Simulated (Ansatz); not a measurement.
## Relative stability

Two relaxed structures of Al2H3O (charge -1), closed shell (PBE0-D4/def2-TZVPD; forces vanish, vibrations not checked).

A:

```
6
angstrom
O -1.7094 -2.1542 0.6607
Al -0.6808 -0.9170 0.4152
Al 0.8853 0.9657 0.0418
H 0.5408 -0.5744 -0.8377
H 0.6483 -0.2241 1.3805
H -0.9131 0.8313 0.1515
```

B:

```
6
angstrom
O -1.3192 -1.8463 -0.5561
Al 0.0675 -0.9982 0.1120
Al 0.3432 1.5803 0.2939
H -1.2317 -2.7998 -0.5337
H 1.6421 2.1709 -0.5290
H 0.5302 2.1241 1.8374
```

Program: Ansatz 0.2.0. Basis: def2-TZVPPD. Cores are frozen in the correlated methods. B3LYP uses VWN-RPA correlation.

**Question.** Which structure is lower at CCSD(T), and by how much? (To be estimated.)

**Answer.** The calculation gives: A, by 0.442 eV (electronic energy, against the other). By their contacts, A is Al₂H₃O ([O][Al]123[H][Al]1([H]2)[H]3), total charge -1 and B is Al₂H₃O ([OH][Al][AlH2]), total charge -1.

All methods give the same order:

```csv
method,E(B) − E(A) (eV)
PBE-D4,0.529
r2SCAN-D4,0.599
PBE0-D4,0.440
B3LYP-D4,0.424
wB97M-V,0.589
HF,0.004
MP2,0.724
CCSD,0.375
CCSD(T),0.442
```

The T1 diagnostic stays at or below 0.024. The restricted Hartree–Fock reference is unstable towards an unrestricted one at one or more of these structures.

Labels in which every atom is bracketed show which atoms are joined, not bond orders.

For scale, one of the runs: CCSD(T)/def2-TZVPPD, 187 basis functions, launched by `ansatz run in.yaml --threads 2 --pin off --events-out ev --progress --plain --max-ram 4352MiB`. Time: 21 s of wall clock on 2 CPU threads of an Arm Neoverse V2; the host was shared. Peak host memory: 1.7 GiB.
